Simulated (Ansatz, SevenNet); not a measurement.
For 1T (CdI2-type) SnS₂, the machine-learned potential SevenNet-l3i5 (trained on PBE and PBE+U data) gives:

```
Quantity                         Result
------------------------------  -------
equilibrium lattice constant a  3.702 Å
c axis length                   6.708 Å
```

Problem. What does HSE06-D3(BJ) (Ansatz, a quantum-chemistry and plane-wave program, PAW) give for the same quantities?

Solution. 
- lattice constant a: 3.624 Å (drops by 2.1 %)
- lattice parameter c: 5.740 Å (shrinks by 14 %)

For comparison: lattice constant a 3.646 Å (measured, room temperature, no zero-point or thermal correction, our sources range from 3.640 to 3.650; as tabulated in Lima et al. (2018), arXiv:1803.05430); lattice parameter c 5.893 Å (measured, room temperature, not corrected to a static lattice; as tabulated in Lima et al. (2018), arXiv:1803.05430).

Changes are worked out from the printed values.

Unless a cell is named, each level is at its own relaxed cell (SevenNet-l3i5 26.54, HSE06-D3(BJ) 21.76 Å³/atom).

Ansatz's density-functional and Hartree–Fock values are scalar-relativistic unless marked +SOC, with PAW data made under PBE.
